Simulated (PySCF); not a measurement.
Below is a simulated gas-phase C 1s photoelectron spectrum of `C/C=C/CF`.

Every computed line was given a Gaussian of 0.5 eV full width at half maximum and an area set by the number of equivalent atoms; the highest printed point is 100. Computed, not measured: delta-SCF UKS SCAN, pcX-2 on the ionised atom, pcseg-1 elsewhere, spin-free X2C (PySCF 2.14.0).

(binding energy (eV), intensity): (289.7, 1), (289.8, 3), (289.9, 9), (290.0, 22), (290.1, 44), (290.2, 71), (290.3, 93), (290.4, 100), (290.5, 91), (290.6, 76), (290.7, 65), (290.8, 58), (290.9, 51), (291.0, 40), (291.1, 26), (291.2, 13), (291.3, 6), (291.4, 2), (291.5, 1), (291.6, 0), (291.7, 0), (291.8, 0), (291.9, 0), (292.0, 0), (292.1, 0), (292.2, 0), (292.3, 0), (292.4, 0), (292.5, 0), (292.6, 1), (292.7, 4), (292.8, 10), (292.9, 20), (293.0, 34), (293.1, 45), (293.2, 48), (293.3, 41), (293.4, 28), (293.5, 15), (293.6, 7), (293.7, 2), (293.8, 1), (293.9, 0)

Problem. How many maxima does the curve show, and how many computed lines lie under it?

Solution. The curve has 2 maxima (at 290.4 and 293.2 eV). Under it lie 4 lines from 4 inequivalent carbon sites. At this width some lines have no maximum of their own.

Problem. Decompose the envelope and assign each component. Numbering: `[CH3:1]/[CH:2]=[CH:3]/[CH2:4][F:5]`.

Solution. 
```csv
position (eV),relative area,line,atoms,environment
290.36,1,C 1s,C3,alkene CH carbon
290.37,1,C 1s,C2,alkene CH carbon
290.86,1,C 1s,C1,allylic carbon
293.18,1,C 1s,C4,sp3 C–F carbon
```

Problem. What are the centre and the root-mean-square width of the whole band?

Solution. The area-weighted mean of the lines is 291.19 eV. Their own spread about it is 1.16 eV (rms) and each Gaussian has σ = 0.5/2.355 = 0.21 eV; the variances add, which gives 1.18 eV.

The listed C 1s values span 2.82 eV, from C3 (bonded to C (double bond), C and H) to C4 (bonded to F, C and 2 H). The widest gap between neighbouring values is 2.32 eV, between 290.86 and 293.18 eV. The values 290.36 and 290.37 eV lie too close for their order to be trusted.

The curve has no shake-up lines and no vibrational structure. One conformer (not necessarily the lowest) at the PBE0-D3(BJ)/def2-SVP geometry, without solvent, vibrations or thermal averaging.

The run took 34 s on Arm Neoverse V1, one thread, no GPU, shared host, and the process peaked at 0.43 GiB of memory.

Shape of the structure used: `[CH3:1]/[CH:2]=[CH:3]/[CH2:4][F:5]`: C2–C3–C4–F5 1°.
